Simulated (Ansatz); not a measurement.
A run for Ansatz (an electronic-structure program): R-revPBE/def2-TZVPPD on HF (SMILES F). Files ending in .json are basis or fitting sets from the Basis Set Exchange.

Ansatz 0.2 input:
```yaml
crystal:
  periodic: [false, false, false]
  atoms:
    - {symbol: H, position_ang: [-0.00000000, 0.00000000, -0.54877328]}
    - {symbol: F, position_ang: [-0.00000000, 0.00000000, -1.46803256]}
basis:
  gaussian:
    orbitals: def2-TZVPPD.json
hamiltonian:
  xc: {name: revPBE}
scf: {lower_state_search: off}
```

The head of its log:

```
WARN ansatz: RAYON_NUM_THREADS=2 ignored (pool sized by the plan → 2); use --threads N
Functional definition: revPBE
these checks for a lower state are left out or cut short: stability, starts, cluster_reference, orbital_swaps, neighbouring_geometries, increment
integrals: 0.00 GiB planned
256 factors; their error is unknown
mean field: 0.09 GiB planned
mean field evaluation 1: about -2732.0275 eV, gradient 3.5e1 eV
mean field evaluation 2: about -2726.0630 eV, gradient 7.4e1 eV
```

Q: Give the final energy of this run.

A: -100.4608 hartree.
